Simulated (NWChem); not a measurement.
All runs are NWChem calculations. System: C (-1), charge -1, spin multiplicity 4. Its SCF solution wasn't tested for a lower state. Level: UMP2/def2-TZVPD, 1 core orbitals frozen.

Input file:

```
start mol
memory heap 200 mb stack 900 mb global 1100 mb
charge -1
geometry units angstroms nocenter noautoz
  C      0.000000     0.000000     0.000000
  symmetry group D2h
end
basis spherical
  * library def2-tzvpd
end
scf
  uhf
  nopen 3
  maxiter 100
  thresh 1e-7
  semidirect memsize 60000000 filesize 0
  # guess.movecs holds the orbitals of an unrestricted PBE0 run
  vectors input guess.movecs output mol.movecs
end
mp2
  freeze core 1
end
task mp2 energy
```

Output (cleaned and shortened):

```
             Northwest Computational Chemistry Package (NWChem) 7.3.0
             --------------------------------------------------------

                                NWChem Input Module
                                -------------------

 Scaling coordinates for geometry "geometry" by  1.889725989
 (inverse scale =  0.529177249)

                             Geometry "geometry" -> ""
                             -------------------------

 Output coordinates in angstroms (scale by  1.889725989 to convert to a.u.)

  No.       Tag          Charge          X              Y              Z
 ---- ---------------- ---------- -------------- -------------- --------------
    1 C                    6.0000     0.00000000     0.00000000     0.00000000

 Effective nuclear repulsion energy (a.u.)       0.0000000000

            Nuclear Dipole moment (a.u.)
            ----------------------------
        X                 Y               Z
 ---------------- ---------------- ----------------
     0.0000000000     0.0000000000     0.0000000000

      Symmetry information
      --------------------

 Group name             D2h
 Group number             26
 Group order               8
 No. of unique centers     1

      Symmetry unique atoms

     1


 Summary of "ao basis" -> "" (spherical)
 ------------------------------------------------------------------------------
       Tag                 Description            Shells   Functions and Types
 ---------------- ------------------------------  ------  ---------------------
 *                         def2-tzvpd                 on all atoms

 Summary of "ao basis" -> "ao basis" (spherical)
 ------------------------------------------------------------------------------
       Tag                 Description            Shells   Functions and Types
 ---------------- ------------------------------  ------  ---------------------
 C                         def2-tzvpd               13       37   6s3p3d1f

                                 NWChem SCF Module
                                 -----------------

  ao basis        = "ao basis"
[...]
  AO/Fock/Back tols     =   1.0D-09  1.0D-09  1.0D-09

 GA uses MA = F    GA memory limited = T

 Available:
  local mem=  1.26D+08
 global mem=  1.44D+08
 local disk=  0.00D+00
  mp2_memr nvloc                    32
  nvloc new                    32
   1 passes of   4:        3145728                       9190                    308343.
   1 passes of   4: M    126154640           G      144176462           F     123008912.

 Semi-direct pass number   1 of   1  for UHF alpha       at        0.4s
  vrange nnbf                   703
  mp2_eaftype                    10  avail_ma_in_mb                  1099
 EAF : mp2_eaftype filesize          10     154171.
  mp2_eaf for mointskh                     10
Node 0 wrote      0.7 Mb in      0.0 s     Agg I/O rate:   586.8 Mb/s
 Done moints_semi at        0.6s
  mp2_eaftype                    10  avail_ma_in_mb                  1089
 EAF : mp2_eaftype filesize          10     154171.
  mp2_eaf for kh                    10
 Done maket at        0.6s
 Done multipass loop at        0.6s

 GA uses MA = F    GA memory limited = T

 Available:
  local mem=  1.26D+08
 global mem=  1.44D+08
 local disk=  0.00D+00
  mp2_memr nvloc                    35
  nvloc new                    35
   1 passes of   1:        3145728                       4542                     86054.
   1 passes of   1: M    126154640           G      144176462           F     123008912.

 Semi-direct pass number   1 of   1  for UHF beta        at        0.7s
  vrange nnbf                   703
  mp2_eaftype                    10  avail_ma_in_mb                  1099
 EAF : mp2_eaftype filesize          10      43027.
  mp2_eaf for mointskh                     10
Node 0 wrote      0.2 Mb in      0.0 s     Agg I/O rate:  1034.8 Mb/s
 Done moints_semi at        0.9s
  mp2_eaftype                    10  avail_ma_in_mb                  1089
 EAF : mp2_eaftype filesize          10      43027.
  mp2_eaf for kh                    10
 Done maket at        0.9s
 Done multipass loop at        0.9s

          -------------------------------------------
          SCF energy                 -37.703884450110
          Correlation energy          -0.092813493644
          Singlet pairs                0.000000000000
          Triplet pairs                0.000000000000
          Total MP2 energy           -37.796697943753
          -------------------------------------------

          ---------------------------------------------------
                    Spin Component Scaled (SCS) MP2
          Same spin pairs                     -0.029373003089
          Same spin scaling factor             0.333333333333
          Opposite spin pairs                 -0.063440490554
          Opposite spin scaling fact.          1.200000000000
          SCS-MP2 correlation energy          -0.085919589695
          Total SCS-MP2 energy               -37.789804039805
          ---------------------------------------------------

 -----------------------
 Performance information
 -----------------------

 Timer overhead =  1.77D-07 seconds/call

               Nr. of calls         CPU time (s)                 Wall time (s)                GFlops
             ---------------    -------------------     ------------------------------   -------------------
Name         Min   Avg   Max    Min     Avg     Max     Min     Avg     Max   Mx/calls   Min     Max     Sum
mp2: moin     2     2     2   0.47    0.47    0.47     0.47    0.47    0.47    0.23      0.0     0.0     0.0
mp2: make     2     2     2   1.50E-2 1.50E-2 1.50E-2  1.50E-2 1.50E-2 1.50E-2 7.48E-3   0.0     0.0     0.0
mp2: tota     1     1     1   0.59    0.59    0.59     0.59    0.59    0.59    0.59      0.0     0.0     0.0

 The average no. of pstat calls per process was 5.00D+00
 with a timing overhead of 8.85D-07s

 Task  times  cpu:        0.9s     wall:        0.9s

 Total times  cpu:        0.9s     wall:        0.9s
```
